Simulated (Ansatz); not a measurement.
Isolated molecules relaxed with PBE0-D4/def2-TZVP in Ansatz; ΔE leaves out vibrations. CBS: MP2 limit from def2 TZ/QZ plus the TZ coupled-cluster correction, frozen cores. DFT in def2-TZVPP.

`FC1=CCC1` → `CC#CCF`  (isomerisation)

```tsv
species	r2SCAN0 energy (Eh)
`FC1=CCC1`	-255.15139
`CC#CCF`	-255.13733
```

Work out ΔE.

ΔE = (-255.13733) − (-255.15139) = 0.01406 Eh = +36.9 kJ/mol. CCSD(T)/CBS gives +25.2 kJ/mol.

Largest T1 diagnostic among the species: 0.011.

The D4 term adds +4.9 kJ/mol with B3LYP and +2.3 kJ/mol with PBE0; it sums over pairs of atoms, weighted by their polarisabilities, and B3LYP, whose exchange is more repulsive, gets the larger term. In def2-TZVPP, CCSD(T) changes the Hartree–Fock value by +24.3 kJ/mol (the triples alone add +2.7 kJ/mol) and MP2 by +21.1 kJ/mol.

B3LYP here is the variant with VWN-RPA as its local correlation; programs differ in this.
